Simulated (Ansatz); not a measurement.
Rock-salt SnTe (cubic form, which distorts at low temperature) was calculated with r²SCAN0 in Ansatz (PAW).

Settings: plane-wave cutoff 600 eV, 8×8×8 k mesh, scalar-relativistic PAW data made under PBE.

Cell (relaxed at this level):

```cif
data_SnTe
_chemical_formula_sum 'Sn1 Te1'
_space_group_name_H-M_alt 'P 1'
_space_group_IT_number 1
_cell_length_a 4.49317
_cell_length_b 4.49317
_cell_length_c 4.49317
_cell_angle_alpha 60.000
_cell_angle_beta 60.000
_cell_angle_gamma 60.000
loop_
_space_group_symop_operation_xyz
  'x, y, z'
loop_
_atom_site_label
_atom_site_type_symbol
_atom_site_fract_x
_atom_site_fract_y
_atom_site_fract_z
_atom_site_occupancy
Sn1 Sn 0.00000 0.00000 0.00000 1
Te1 Te 0.50000 0.50000 0.50000 1
```

Question: What does this level give for the Voigt–Reuss–Hill shear modulus (Hill average), Poisson ratio, elastic constant C12, Voigt–Reuss–Hill bulk modulus, elastic constant C11 and elastic constant C44?

Answer: 
* **Voigt–Reuss–Hill shear modulus (Hill average)**: 32.3 GPa
* **Poisson ratio**: 0.218
* **elastic constant C12**: 3.56 GPa
* **Voigt–Reuss–Hill bulk modulus**: 46.4 GPa
* **elastic constant C11**: 132 GPa
* **elastic constant C44**: 19.6 GPa

Measured, for comparison: elastic constant C12 2.1 GPa, elastic constant C11 109 GPa, elastic constant C44 9.69 GPa (temperature not stated, no zero-point or thermal correction; as tabulated in Oses et al. (2018), arXiv:1811.08464). Computed (rounded) less measured: elastic constant C12 +70 %, elastic constant C11 +21 %, elastic constant C44 +102 %.

Note: symmetry holds this phase in the static calculation, where it need not be a minimum.

Elastic constants are with the ions relaxed.

Spin–orbit coupling is not included.

Static lattice: no zero-point or thermal effects.

Ansatz is an electronic-structure program.
